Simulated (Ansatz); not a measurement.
# SiNH₂ (doublet): the correlation ladder, cc-pVDZ

The task here is to estimate one member of a computed series from the others.

Computed with Ansatz 0.2.0, Gaussian basis. Level: cc-pVDZ, core rule «outside noble gas», up to 6 orbitals frozen.

The runs, in order: UHF; CCSD(T) on ROHF; CCSD(T) on UHF; BCCD(T) on ROHF; CISD as a restricted active space (open shells left free, so some higher excitations enter); CCSDT(Q) on ROHF; CCSDT(Q) on UHF; CASSCF and MRCISD+Q, 11 electrons in 10 orbitals; CASSCF and NEVPT2, 11 electrons in 10 orbitals.

20 further runs of the same task are left out: 2 for a known fault of the program, 6 that didn't finish, 12 set aside as unsound or not needed. Runs told in other sessions of the task aren't counted.

**What is computed**

The geometry is a PBE0/def2-TZVP stationary point (not a proven minimum) of the parent state, kept for this charge and spin.

4 atoms, charge 0, spin multiplicity 2.

Atoms are counted from 1 here; the program's logs count them from 0.

Bond lengths: Si1–N2 1.726 Å, N2–H3 1.004 Å, N2–H4 1.004 Å. Angles: Si1–N2–H3 121.8°, Si1–N2–H4 121.8°, H3–N2–H4 116.4°.

Set-up of the first run:

The input, in.yaml:

```yaml
crystal:
  periodic: [false, false, false]
  atoms:
    - {symbol: Si, position_ang: [0.000000, 0.000000, 0.651167]}
    - {symbol: N, position_ang: [0.000000, 0.000000, -1.074836]}
    - {symbol: H, position_ang: [0.000000, -0.852806, -1.603987]}
    - {symbol: H, position_ang: [0.000000, 0.852806, -1.603987]}
basis:
  gaussian: {orbitals: cc-pVDZ}
magnetization: {spin_polarized: true, initial_magnetization: 1}
hamiltonian: {xc: hf}
output: {orbitals: {seedname: orbitals}}
```

The run is started by

```console
$ ansatz run in.yaml --threads 1 --pin off --events-out ev --progress --plain --max-ram 2393MiB
```

Steps of the session up to this table: UHF; CCSD(T) on ROHF; CCSD(T) on UHF; BCCD(T) on ROHF; CISD as a restricted active space (open shells left free, so some higher excitations enter); CCSDT(Q) on ROHF; CCSDT(Q) on UHF; CASSCF and MRCISD+Q, 11 electrons in 10 orbitals; CASSCF and NEVPT2, 11 electrons in 10 orbitals.

One table of the session follows, with a row left open; its other results are not shown here.

```
          method  from UCCSDT(Q) (meV)
            ROHF               +7550.1
             UHF               +7426.1
            RMP2                +940.4
            UMP2                +951.4
            CISD                +834.6
           RCCSD                +253.0
           UCCSD                +249.8
        RCCSD(T)                 +40.3
        UCCSD(T)                 +40.3
         BCCD(T)                 +39.5
          RCCSDT                 +20.2
          UCCSDT                 +19.9
       RCCSDT(Q)                  +1.7
       UCCSDT(Q)                     0
  CASSCF valence                     ?
  NEVPT2 valence               +1277.4
  MRCISD valence                +353.7
MRCISD+Q valence                 +58.3
```

**Question.** Estimate the row for CASSCF valence.

As computed: from UCCSDT(Q) (meV): +4450.3. In the column «from UCCSDT(Q) (meV)» it lies between NEVPT2 valence (+1277.4) and UHF (+7426.1).

To keep in mind: Restricted and unrestricted rows rest on different reference determinants; a gap between their highest levels can come from leftover correlation error, from unlike frozen cores or from another state.
